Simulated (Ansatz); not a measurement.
Basis-set extrapolation for C$_{4}$H$_{7}$FS (`C=CC(C)(F)S`) (PBE0-D4/def2-TZVP geometry, frozen core, the Gaussian-basis code of Ansatz). Multiplicity 1, RHF reference.

```
                      def2-TZVPP   def2-QZVPP
                 HF  -652.606662  -652.629158
    MP2 correlation    -1.093461    -1.176105
CCSD(T) correlation    -1.191922      not run
```

Energies in hartree. Use E(X) = E(∞) + A·exp(−7.88·√X) for Hartree–Fock and E(X) = E(∞) + B·X^(−2.97) for correlation, with X = 3 and 4, and add CCSD(T) minus MP2 of the smaller set to the MP2 limit.

Q: What is the CCSD(T) energy at the basis-set limit?

A: HF limit: -652.629158 + (-0.022496) × 0.13774 = -652.63226. MP2 limit: -1.176105 + (-0.082644) × 0.74074 = -1.23732. Higher-order term: -1.191922 − (-1.093461) = -0.09846. Total: -653.96804 hartree, 444.9 kJ/mol below CCSD(T)/def2-TZVPP.
